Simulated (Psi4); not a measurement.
Psi4 input (wB97X-D/6-31G*):

```
memory 1500 MB

molecule {
0 1
O     0.40729498    1.27979630    0.29460394
C     0.08163148    0.13868104    0.03256419
N     0.99861611   -0.84680311   -0.18123877
C    -1.37105389   -0.27916763   -0.07797619
H     0.73494507   -1.78997243   -0.39805759
H    -1.84573602    0.32224419   -0.85323023
H    -1.50787858   -1.33524955   -0.31016180
H    -1.86875914   -0.05203685    0.86465332
H     1.97529047   -0.61281436   -0.11889194
symmetry c1
no_reorient
no_com
}

set {
  basis 6-31G*
  reference rks
  scf_type pk
  dft_radial_points 99
  dft_spherical_points 590
  e_convergence 1e-8
  d_convergence 1e-7
  maxiter 150
}

e = energy('wb97x-d')
print_out(f'\nFINAL {e:.10f} DIPOLE {variable("CURRENT DIPOLE")[0]:.6f} {variable("CURRENT DIPOLE")[1]:.6f} {variable("CURRENT DIPOLE")[2]:.6f}\n')
```

### Question
Predict the final energy.

### Answer
-209.14564 Eh.
